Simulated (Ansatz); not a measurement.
A calculation with Ansatz (development build ahead of 0.2.0).

```yaml
crystal:
  periodic: [false, false, false]
  atoms:
    - { symbol: Cl, position_ang: [0.01882, -0.8173, 0.0] }
    - { symbol: H, position_ang: [-0.47049, 0.56948, 0.0] }
    - { symbol: O, position_ang: [0.01882, 1.66558, 0.0] }
basis:
  gaussian: { orbitals: pcseg-2 }
magnetization:
  initial_magnetization: 2
hamiltonian:
  xc: r2scan
```

The input is written out in the form of the current development build from the run's settings.

Results

| Quantity | Value |
| --- | --- |
| Converged | yes |
| Total energy | -535.85049 hartree |
| Spin squared of the determinant | 2.000 |
| Stability test | minimum among restricted orbitals |

Caution: other spin multiplicities may lie lower.
